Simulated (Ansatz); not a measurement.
A calculation with Ansatz (development build ahead of 0.2.0).

```yaml
crystal:
  periodic: [false, false, false]
  atoms:
    - { symbol: C, position_ang: [0.10313, -0.4944, -0.30976] }
    - { symbol: C, position_ang: [-0.09531, 0.50735, 0.30194] }
    - { symbol: H, position_ang: [0.28074, -1.39109, -0.8573] }
    - { symbol: H, position_ang: [-0.27293, 1.40404, 0.84947] }
basis:
  gaussian: { orbitals: def2-TZVP }
magnetization:
  spin_polarized: true
  initial_magnetization: 2
hamiltonian:
  xc: hf
output:
  forces: true
```

The input is written out in the form of the current development build from the run's settings.

The run gave:

| Quantity | Value |
| --- | --- |
| Converged | yes |
| Total energy | -76.67049 hartree |
| Spin squared of the determinant | 2.020 |
| Stability test | minimum |

Forces (eV/Å):
```tsv
atom	Fx	Fy	Fz
C1	2.190	-11.054	-6.750
C2	-2.190	11.054	6.750
H3	-0.095	0.478	0.292
H4	0.095	-0.478	-0.292
```

Caution: another spin multiplicity may lie lower.
